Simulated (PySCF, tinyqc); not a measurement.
A ladder of methods, and size consistency: correlation methods against full CI in the sto-6g basis, for CH2, spin multiplicity 1. Computed by the program tinyqc with PySCF. 

Geometry (angstrom):
```
atom       x        y       z
C     0.0000   0.0000  0.0000
H     0.0000   1.1220  0.6210
H     0.0000  -1.1220  0.6210
```

RHF energy of one = -38.698409 hartree

All electrons correlated; +Q is the Davidson correction (1 - c0^2) E_corr. The last columns treat two copies 100 angstrom apart as one system. FCI is the lowest singlet.

Correlation energies (hartree):
```
method   E_corr of one  share of FCI (%)  E_corr of two at 100 angstrom  two minus twice one (mhartree)
MP2          -0.045283           57.8912                      -0.090567                          0.0000
CISD         -0.073459           93.9118                      -0.137504                          9.4149
CISD+Q       -0.079052          101.0615                      -0.153555                          4.5486
CCSD         -0.077397           98.9463                      -0.154795                       -2.08e-05
CCSD(T)      -0.077794           99.4534                      -0.155588                       -2.13e-05
FCI          -0.078222          100.0000                              -                               -
```

MP2 recovers 58 %, CISD 93.9 % and CCSD 98.9 % of the FCI value (c0^2 = 0.924 in CISD). MP2 and coupled cluster are size consistent, so their last column vanishes; CISD loses 9.41 mhartree, since a double excitation on each copy is a quadruple of the pair, and the Davidson correction leaves +4.55. The restricted reference is unstable here: a spin-polarised solution lies 0.0346 hartree lower (PySCF), so results built on it describe a poor reference.
